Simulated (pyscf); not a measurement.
Four-centre exchange: O=Ga–OH + NH₃ → H₂N–Ga=O + H₂O

Gas phase, singlet surface, charge 0. Bonds broken: Ga2–O3, N5–H6. Bonds formed: Ga2–N5, O3–H6. Structures and frequencies: ωB97X-D3(BJ)/def2-SVP in PySCF. Correlated levels are frozen-core, on RHF or UHF. ΔMP2 is the change of the MP2 total energy from the triple- to the quadruple-zeta basis.

Transition state (Å):

```xyz
8

O     -1.0802    -2.3652     1.6410
Ga    -0.9740    -1.4033     0.2953
O     -2.2721    -0.4976    -0.8924
H     -3.0338     0.0371    -0.6416
N      0.0578    -0.3702    -1.0050
H     -1.2425    -0.0686    -1.2567
H      0.6834     0.3347    -0.6151
H      0.5819    -0.8923    -1.7074
```

One imaginary mode, 1130i cm⁻¹; descent along it reached the two sides named, in the forms told below.

```csv
bond,change,reactant side (Å),saddle,product side
Ga2–O3,breaks,1.791,1.979,2.188
N5–H6,breaks,1.022,1.358,3.6
Ga2–N5,forms,2.128,1.955,1.800
O3–H6,forms,2.564,1.173,0.967
```

Electronic energies relative to the separated reactants (eV):

```
level                             barrier  reaction energy  reverse barrier
--------------------------------  -------  ---------------  ---------------
ωB97X-D3(BJ)/def2-TZVP               0.01            +0.15            -0.14
PBE/def2-TZVP                       -0.03            +0.20            -0.23
r²SCAN/def2-TZVP                    -0.07            +0.21            -0.28
B3LYP-D3(BJ)/def2-TZVP               0.06            +0.19            -0.13
PBE0-D3(BJ)/def2-TZVP               -0.07            +0.16            -0.23
M06-2X/def2-TZVP                    -0.13            +0.18            -0.31
ωB97M-D3(BJ)/def2-TZVP               0.05            +0.17            -0.12
HF/def2-TZVP                         0.48            +0.19             0.28
MP2/def2-QZVPP                       0.05            +0.12            -0.07
CCSD/def2-TZVPP                      0.13            +0.15            -0.02
CCSD(T)/def2-TZVPP                   0.07            +0.16            -0.09
CCSD(T)/def2-TZVPP + ΔMP2(QZVPP)     0.07            +0.13            -0.05
```

With CCSD(T)/def2-TZVPP + ΔMP2(QZVPP) energies and thermal terms (ideal gas, 1 atm, RRHO with modes under 100 cm⁻¹ raised to 100, one conformer, R ln 2 for chiral ones without a mode under 150 cm⁻¹), in eV:

```tsv
T (K)	ΔH‡	ΔG‡	ΔH	ΔG
298	0.02	0.46	+0.11	+0.09
600	0.03	0.91	+0.12	+0.07
900	0.06	1.34	+0.13	+0.04
1200	0.10	1.76	+0.13	+0.01
```

On the reactant side the descent ends in an adduct with a Ga–N contact, 1.13 eV under the separated species and 1.14 eV under the saddle at ωB97X-D3(BJ)/def2-TZVP. On the product side the descent ends in an adduct with a Ga–O contact, 0.75 eV under the separated species and 0.60 eV under the saddle at ωB97X-D3(BJ)/def2-TZVP. At PBE, r²SCAN, PBE0-D3(BJ), M06-2X the saddle lies under the separated reactants, which points to a path from their complex (located at ωB97X-D3(BJ) alone). At ωB97X-D3(BJ)/def2-TZVP, PBE, r²SCAN, B3LYP-D3(BJ), PBE0-D3(BJ), M06-2X, ωB97M-D3(BJ)/def2-TZVP, MP2, CCSD, CCSD(T), CCSD(T) the saddle lies under the separated products, which points to a path from their complex (located at ωB97X-D3(BJ) alone), and parting the products costs more than the saddle. What is counted as formed (Ga–N) is already present as a longer contact in the reactant adduct; forming that adduct is a step of its own. What is counted as broken (Ga–O) persists as a longer contact in the product adduct; parting that adduct is a step of its own. The same reactants have a lower exit, to H₂N–Ga(OH)–OH (barrier -0.52 eV at ωB97M-D3(BJ)/def2-TZVP, against +0.05 eV here). This is the saddle that the search found; another between the same sides may lie lower. The CCSD(T) − MP2 part came from Ansatz, without density fitting, on the same reference. The frozen core leaves the outer d or s,p core shells of the metals and heavy elements correlated in the MP2 and CC values, and def2-TZVPP describes them poorly, which can shift differences by a few kcal/mol. Elements up to Kr have no core potential and no relativistic terms here.
